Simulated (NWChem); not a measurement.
**N2 (nitrogen): M11/IGLO-II (density fitting with ahlrichs coulomb fitting, COSMO propanol)**

Aim: the energy change on altering one bond length of N2 (nitrogen) at M11/IGLO-II (density fitting with ahlrichs coulomb fitting, COSMO propanol), from 2 runs. 

The results are computed with NWChem 7.3.0.

1 further run of the same task is left out (set aside as unsound or not needed).

### 1 The system as given

N2: 2 atoms, total charge 0, spin state singlet. As SMILES, `N#N`. The coordinates come from a PBE0-D4/def2-TZVP relaxation.

Bond lengths: N1–N2 1.090 Å.

### 2 Energy and gradient at M11/IGLO-II (density fitting with ahlrichs coulomb fitting, COSMO propanol)

mymol.nw

```
echo
START mymol
TITLE "N2"
memory 2200 mb

GEOMETRY noautosym nocenter noautoz
  N     0.465500   -0.150300    0.239800
  N    -0.465500    0.150300   -0.239800
END

BASIS spherical
  N library iglo-ii
END

BASIS "cd basis" spherical
  N library "ahlrichs coulomb fitting"
END

COSMO
  dielec 20.524
END

DFT
  xc m11
  grid coarse
  convergence energy 1e-08
  mulliken
  print low
END

TASK dft gradient
```

On the command line:

```
$ nwchem mymol.nw > mymol.out
```

Log:

```text
============================== echo of input deck ==============================
echo
START mymol
TITLE "N2"
memory 2200 mb

GEOMETRY noautosym nocenter noautoz
  N     0.465500   -0.150300    0.239800
  N    -0.465500    0.150300   -0.239800
END

BASIS spherical
  N library iglo-ii
END

BASIS "cd basis" spherical
  N library "ahlrichs coulomb fitting"
END

COSMO
  dielec 20.524
END

DFT
  xc m11
  grid coarse
  convergence energy 1e-08
  mulliken
  print low
END

TASK dft gradient
================================================================================

             Northwest Computational Chemistry Package (NWChem) 7.3.0
             --------------------------------------------------------

           Job information
           ---------------

    nwchem branch   = 7.3.0
    use scalapack   = T
    input           = mymol.nw
    prefix          = mymol.
    data base       = ./mymol.db
    status          = startup
    nproc           =        1

           Memory information
           ------------------

    heap     =     72089596 doubles =      550.0 Mbytes
    stack    =     72089601 doubles =      550.0 Mbytes
    global   =    144179200 doubles =     1100.0 Mbytes (distinct from heap & stack)
    total    =    288358397 doubles =     2200.0 Mbytes
    verify   = yes
    hardfail = no

           Directory information
           ---------------------

  0 permanent = .
  0 scratch   = .

                                NWChem Input Module
                                -------------------

                                        N2
                                        --

 Scaling coordinates for geometry "geometry" by  1.889725989
 (inverse scale =  0.529177249)

                             Geometry "geometry" -> ""
                             -------------------------

 Output coordinates in angstroms (scale by  1.889725989 to convert to a.u.)

  No.       Tag          Charge          X              Y              Z
 ---- ---------------- ---------- -------------- -------------- --------------
    1 N                    7.0000     0.46550000    -0.15030000     0.23980000
    2 N                    7.0000    -0.46550000     0.15030000    -0.23980000

      Atomic Mass
      -----------

      N                 14.003070

 Effective nuclear repulsion energy (a.u.)      23.7983434932

            Nuclear Dipole moment (a.u.)
            ----------------------------
        X                 Y               Z
 ---------------- ---------------- ----------------
     0.0000000000     0.0000000000     0.0000000000

            XYZ format geometry
            -------------------
     2
 geometry
 N                     0.46550000    -0.15030000     0.23980000
 N                    -0.46550000     0.15030000    -0.23980000

 ==============================================================================
                                internuclear distances
 ------------------------------------------------------------------------------
       center one      |      center two      | atomic units |  angstroms
 ------------------------------------------------------------------------------
    2 N                |   1 N                |     2.05897  |     1.08956
 ------------------------------------------------------------------------------
                         number of included internuclear distances:          1
 ==============================================================================

                      Basis "ao basis" -> "" (spherical)
                      -----
  [basis functions not shown]

 Summary of "ao basis" -> "" (spherical)
 ------------------------------------------------------------------------------
       Tag                 Description            Shells   Functions and Types
 ---------------- ------------------------------  ------  ---------------------
 N                          iglo-ii                 10       22   5s4p1d

                      Basis "cd basis" -> "" (spherical)
                      -----
  [basis functions not shown]

 Summary of "cd basis" -> "" (spherical)
 ------------------------------------------------------------------------------
       Tag                 Description            Shells   Functions and Types
 ---------------- ------------------------------  ------  ---------------------
 N                  ahlrichs coulomb fitting        14       38   7s3p3d1f

                                 NWChem DFT Module
                                 -----------------

                                        N2

  int_init: cando_txs set to always be  F

 in cosmo_initialize ...

 solvent parameters
 solvname_short: unkn
 solvname_long:  unknown
 dielec:       20.5240

          ---------------
          -cosmo- solvent
          ---------------
 Cosmo: York-Karplus, doi: 10.1021/jp992097l
 dielectric constant -eps-     =  20.52
 screen = (eps-1)/(eps    )    =   0.95128
 surface charge correction     = lagrangian

   van der Waals surface
 --------------------------

 ---------- ATOMIC COORDINATES (A.U.) ------------ VDWR(ANG.) --
     1    0.87966745   -0.28402582    0.45315629     1.830
     2   -0.87966745    0.28402582   -0.45315629     1.830
 number of segments per atom =         32
 number of   points per atom =         32
 atom (   nspa,  nppa )
 ----------------------
    1 (     23,     0 )       0
    2 (     23,     0 )       0
 number of -cosmo- surface points =       46
 molecular surface =     55.204 angstrom**2
 molecular volume  =     36.840 angstrom**3
 G(cav/disp)       =      1.136 kcal/mol
 -lineq- algorithm             =   0
 -bem- low  level              =   2
 -bem- from -octahedral-
 gaussian surface charge width =   4.50000
 degree of switching           =   1.00000
 switching function tolerance  =   0.00010
 atomic radii =
 --------------
    1  7.000  1.830
    2  7.000  1.830
 ...... end of -cosmo- initialization ......

  int_init: cando_txs set to always be  F
  Caching 1-el integrals
   Time after variat. SCF:      0.1

     ---------------------------------------------
      Total Density - Mulliken Population Analysis
     ---------------------------------------------

    Atom       Charge   Shell Charges
 -----------   ------   -------------------------------------------------------
    1 N    7     7.00   0.96  0.81  0.22  0.94  0.88  0.13  0.78  1.56  0.68  0.04
    2 N    7     7.00   0.96  0.81  0.22  0.94  0.88  0.13  0.78  1.56  0.68  0.04
   Time prior to 1st pass:      0.1

           Memory utilization after 1st SCF pass:
           Heap Space remaining (MW):       38.42            38423228
          Stack Space remaining (MW):       72.09            72089204

   convergence    iter        energy       DeltaE   RMS-Dens  Diis-err    time
 ---------------- ----- ----------------- --------- --------- ---------  ------
     COSMO gas phase
 d= 0,ls=0.0,diis     1   -109.4916652906 -1.33D+02  5.81D-03  7.76D-01     0.2
 d= 0,ls=0.0,diis     2   -109.5153250806 -2.37D-02  2.79D-03  2.76D-02     0.4
 d= 0,ls=0.0,diis     3   -109.5173121295 -1.99D-03  5.74D-04  3.96D-03     0.6
 d= 0,ls=0.0,diis     4   -109.5176343375 -3.22D-04  1.29D-04  1.70D-05     0.7
 d= 0,ls=0.0,diis     5   -109.5176374718 -3.13D-06  1.61D-05  1.48D-07     0.9
 d= 0,ls=0.0,diis     6   -109.5176374873 -1.55D-08  2.94D-06  3.00D-09     1.0
 d= 0,ls=0.0,diis     7   -109.5176374879 -5.49D-10  4.97D-07  8.63D-11     1.2

           Memory utilization after 1st SCF pass:
           Heap Space remaining (MW):       38.42            38423148
          Stack Space remaining (MW):       72.09            72089204

   convergence    iter        energy       DeltaE   RMS-Dens  Diis-err    time
 ---------------- ----- ----------------- --------- --------- ---------  ------
     COSMO solvation phase
 d= 0,ls=0.0,diis     1   -109.5184171135 -7.80D-04  9.76D-04  1.60D-04     1.4
 d= 0,ls=0.0,diis     2   -109.5184511220 -3.40D-05  2.15D-04  1.30D-05     1.5
 d= 0,ls=0.0,diis     3   -109.5184539345 -2.81D-06  7.09D-05  1.51D-06     1.7
 d= 0,ls=0.0,diis     4   -109.5184542448 -3.10D-07  1.11D-05  7.22D-08     1.8
 d= 0,ls=0.0,diis     5   -109.5184542563 -1.15D-08  1.01D-06  2.08D-09     2.0
 d= 0,ls=0.0,diis     6   -109.5184542566 -2.57D-10  1.46D-07  3.33D-11     2.2

         Total DFT energy =     -109.518454256552
      One electron energy =     -194.837230944119
           Coulomb energy =       75.225897045244
    Exchange-Corr. energy =      -13.671558580040
 Nuclear repulsion energy =       23.798343493223

             COSMO energy =       -0.033905270860

 Numeric. integr. density =       14.000007900860

     Total iterative time =      2.1s

                                   COSMO solvation results
                                   -----------------------

                 gas phase energy =      -109.517637487895
                 sol phase energy =      -109.518454256552
 (electrostatic) solvation energy =         0.000816768658 (    0.51 kcal/mol)

     ---------------------------------------------
      Total Density - Mulliken Population Analysis
     ---------------------------------------------

    Atom       Charge   Shell Charges
 -----------   ------   -------------------------------------------------------
    1 N    7     7.00   0.97  0.78  0.25  0.88  0.94  0.15  0.86  1.52  0.60  0.05
    2 N    7     7.00   0.97  0.78  0.25  0.88  0.94  0.15  0.86  1.52  0.60  0.05

     -------------------------------------------
      Total Density - Lowdin Population Analysis
     -------------------------------------------

    Atom       Charge   Shell Charges
 -----------   ------   -------------------------------------------------------
    1 N    7     7.00   0.92  0.77  0.37  0.67  0.74  0.17  0.86  1.53  0.90  0.07
    2 N    7     7.00   0.92  0.77  0.37  0.67  0.74  0.17  0.86  1.53  0.90  0.07
  int_init: cando_txs set to always be  F
  intd_init: cando_txs set to always be  F
  int_init: cando_txs set to always be  F
  intd_init: cando_txs set to always be  F

                         DFT ENERGY GRADIENTS

    atom               coordinates                        gradient
                 x          y          z           x          y          z
   1 N       0.879667  -0.284026   0.453156    0.013079  -0.004372   0.006703
   2 N      -0.879667   0.284026  -0.453156   -0.013079   0.004372  -0.006703

 Task  times  cpu:        2.6s     wall:        2.6s
 Total times  cpu:        2.6s     wall:        2.6s
```

Wall time 3.3 s (1 thread of INTEL XEON PLATINUM 8581C at 2.30GHz (Emerald Rapids), shared host); peak memory 0.16 GiB.

(Part 1 of 2 ends here.)
